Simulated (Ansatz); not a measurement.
Run this with the Ansatz DFT code, driven from Python and show what comes out.

`c2h3ns.xyz`
```text
7

C    -1.00290    0.35440   -0.39530
N    -0.01990    0.93160    0.13660
C     0.75780   -0.27900    0.29690
S    -0.45570   -1.20920   -0.42690
H    -1.98380    0.85400   -0.77100
H     1.00950   -0.47710    1.36020
H     1.75610   -0.24280   -0.24610
```

`c2h3ns.py`:
```python
# -*- coding: utf-8 -*-
import ansatz
import numpy as np


def main():
    mol = ansatz.Crystal.molecule_from_extxyz("c2h3ns.xyz")

    symbols = [site.symbol for site in mol.cartesian_sites]
    start = np.array([site.position_ang for site in mol.cartesian_sites])
    axis = (start[6] - start[2]) / np.linalg.norm(start[6] - start[2])
    moving = [6]
    lengths, energies = [1.001, 1.046, 1.092, 1.137, 1.182, 1.228, 1.273, 1.342], []
    for length in lengths:
        xyz = start.copy()
        xyz[moving] += (length - np.linalg.norm(start[6] - start[2])) * axis
        point = ansatz.Crystal.molecule()
        for symbol, place in zip(symbols, xyz):
            point = point.atom(symbol, place.tolist())
        calc = point.calculation().basis(gaussian="6-31G*").functional("r2scan")
        rep = calc.run().report
        energies.append(rep["free_energy_ev"])
        print(f"r = {length:6.3f} A  E = {energies[-1]:.5f} eV  <S^2> = {abs(rep['mean_field']['state']['spin_squared']):.3f}")

    fit = np.polynomial.Polynomial.fit(lengths, np.array(energies) - min(energies), 4).convert()
    roots = [r.real for r in fit.deriv().roots() if abs(r.imag) < 1e-9 and fit.deriv(2)(r.real) > 0]
    r_e = min(roots, key=lambda r: abs(r - lengths[int(np.argmin(energies))]))
    print(f"minimum of the fit at {r_e:.4f} A, force constant {fit.deriv(2)(r_e):.2f} eV/A^2")


if __name__ == "__main__":
    main()
```

```console
$ python c2h3ns.py
r =  1.001 A  E = -14442.49294 eV  <S^2> = 0.000
r =  1.046 A  E = -14442.63100 eV  <S^2> = 0.000
r =  1.092 A  E = -14442.67950 eV  <S^2> = 0.000
r =  1.137 A  E = -14442.65729 eV  <S^2> = 0.000
r =  1.182 A  E = -14442.58252 eV  <S^2> = 0.000
r =  1.228 A  E = -14442.46508 eV  <S^2> = 0.000
r =  1.273 A  E = -14442.32037 eV  <S^2> = 0.000
r =  1.342 A  E = -14442.05902 eV  <S^2> = 0.000
minimum of the fit at 1.0983 A, force constant 32.84 eV/A^2
```

Notes:
- Total energies depend on the basis set; only differences at equal settings carry meaning.
- The rest of the molecule is held rigid at a force-field or estimated start geometry, and the basis set is modest; single-reference methods fail as a bond breaks.
- The orbitals are restricted, so S² is zero by construction.
- Hardware and time: 41 s on 1 thread of Arm Neoverse N1 (shared host), peak memory 0.19 GiB.
